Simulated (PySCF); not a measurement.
1,1-dichloro-2,2-difluoroethane: calculation against experiment

**Experimental background.**

From NIST CCCBDB Release 22 (SRD 101), experimental polarizabilities, for the gas: mean polarisability 8.401 Å³.

The results are set against them at the end.

Compound: 1,1-dichloro-2,2-difluoroethane, C2H2Cl2F2.
SMILES with atom numbers: `[F:1][CH:2]([F:3])[CH:4]([Cl:5])[Cl:6]` (hydrogens: H7 on C2; H8 on C4)

Cartesian coordinates in Å at the PBE0-D3(BJ)/def2-TZVP level; atoms count from 1:
```xyz
8
C2H2Cl2F2 angstrom
F     -0.8980    0.9563   -1.1418
C     -0.6054    0.4966    0.0844
F     -0.2468    1.5452    0.8553
C      0.5429   -0.5038    0.0444
Cl     1.9710    0.1910   -0.7054
Cl    -0.0022   -1.9676   -0.7771
H     -1.4988    0.0315    0.5137
H      0.8048   -0.7779    1.0644
```

Runs made with PySCF (gas phase, on this PBE0-D3(BJ)/def2-TZVP geometry; no spin–orbit coupling):

| level | job | basis functions | wall time |
| --- | --- | --- | --- |
| CAM-B3LYP/aug-cc-pVTZ | 10 singlets by full TDDFT, 4 Tamm–Dancoff triplets, polarisability | 330 | 52 s |
| PBE0/aug-cc-pVTZ | 10 singlets by full TDDFT, 4 Tamm–Dancoff triplets, polarisability, dynamic polarisability, density and orbital grids written | 330 | 55 s |
| wB97X-D/aug-cc-pVTZ | 10 singlets by full TDDFT, 4 Tamm–Dancoff triplets, polarisability, ΔSCF ions | 330 | 4.5 min |

Hardware: one thread, Intel Xeon Platinum 8559C (x86_64), shared host.

## Comparison

**Mean polarisability.** Measured: 8.401 Å³ (NIST CCCBDB Release 22 (SRD 101), experimental polarizabilities).

| level | computed (Å³) | computed − measured (Å³) | % (from the printed values) |
| --- | --- | --- | --- |
| CAM-B3LYP/aug-cc-pVTZ | 8.215 | -0.186 | -2 |
| PBE0/aug-cc-pVTZ | 8.252 | -0.149 | -2 |
| wB97X-D/aug-cc-pVTZ | 8.229 | -0.172 | -2 |

Closest is PBE0/aug-cc-pVTZ (-0.149 Å³), furthest CAM-B3LYP/aug-cc-pVTZ (-0.186 Å³); one molecule doesn't rank methods. All 3 levels lie below the measurement. The computed values are static and purely electronic, with core orbitals frozen in the response (1 au = 0.148185 Å³). The table of measured values doesn't say here whether a value is static or optical, or holds a vibrational part. The measurement averages over conformers, the calculation has one.

No measured geometry was used, and the causes of the misses weren't examined.
